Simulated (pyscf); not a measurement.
H₃Si–S–MoH(=S)(Cl)–Cl -> S=Mo(=S)(Cl)–Cl + SiH₄, an elimination (singlet surface; S–Si, H–Mo broken, H–Si formed). Optimised with ωB97X-D3(BJ)/def2-SVP in PySCF. Energies in eV from the reactant's lowest minimum found.

GFN2-xTB: tblite. 

Task: In single points GFN2-xTB puts the saddle at 1.30 eV and the reaction energy at +1.47 eV. Should these be trusted to within a few kcal/mol? Compare with ωB97M-D3(BJ)/def2-TZVP.

Result: ωB97M-D3(BJ)/def2-TZVP gives ΔE‡ = 0.92 eV and ΔE = -0.06 eV. GFN2-xTB lies 0.39 eV over it in the barrier and 1.53 eV over it in the reaction energy, so on this step it does not hold to within 0.13 eV. At GFN2-xTB this geometry lies under one side, so its ΔE‡ may be no barrier of that level. ωB97M-D3(BJ)/def2-TZVP has limits of its own. On the reactant side the descent ends in a point that may be a rotor saddle (no frequency run), 0.04 eV over the lowest minimum found and 0.79 eV under the saddle at ωB97X-D3(BJ)/def2-TZVP. At the saddle there is also a short Mo–Si contact that neither side keeps. This is the saddle that the search found; another between the same sides may lie lower. In the def2 sets elements past Kr carry core potentials, without spin-orbit coupling.
